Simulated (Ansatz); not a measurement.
## Loss of C2H4: C3H6F → CH2F + C2H4

Species: C3H6F `[CH2]CCF`, doublet; CH2F `[CH2]F`, doublet; C2H4 `C=C`, singlet. This is a balance of energies; it says nothing on the path, which may need atoms to shift.

Shapes, held fixed at every level: PBE0-D4/def2-TZVP. Flexible molecules stand in one conformer, not always the lowest. Programs: Ansatz 0.2.0. The zero-point and thermal change to 298 K, harmonic and unscaled (PBE0-D4/def2-TZVP), is -11.1 kJ/mol.

| level | kind | ΔH(298 K) (kJ/mol) | less CCSD(T)/CBS estimate |
| --- | --- | --- | --- |
| MP2/def2-SVP | perturbation theory | +121.2 | +12.9 |
| MP2/def2-TZVPP | perturbation theory | +114.2 | +5.9 |
| r2SCAN-D4/def2-TZVPP | meta-GGA | +118.3 | +10.0 |
| PBE0-D4/def2-TZVPP | global hybrid | +124.1 | +15.8 |
| wB97X-V/def2-TZVPP | range-separated hybrid | +119.5 | +11.2 |
| CCSD/def2-SVP | coupled cluster or CI | +114.1 | +5.8 |
| CCSD/def2-TZVPP | coupled cluster or CI | +107.9 | -0.4 |
| CCSD(T)/CBS estimate | coupled cluster or CI | +108.3 | 0.0 |

The highest level, CCSD(T)/CBS estimate, gives ΔH(298 K) = +108.3 kJ/mol; the levels span +107.9 to +124.1. The column of differences is taken from that level and isn't an error. No measured value is set beside it here. Open shells run unrestricted. The CBS estimate extrapolates MP2 from def2-TZVPP and def2-QZVPP and adds CCSD(T) − MP2 in the triple-zeta set, cores frozen.
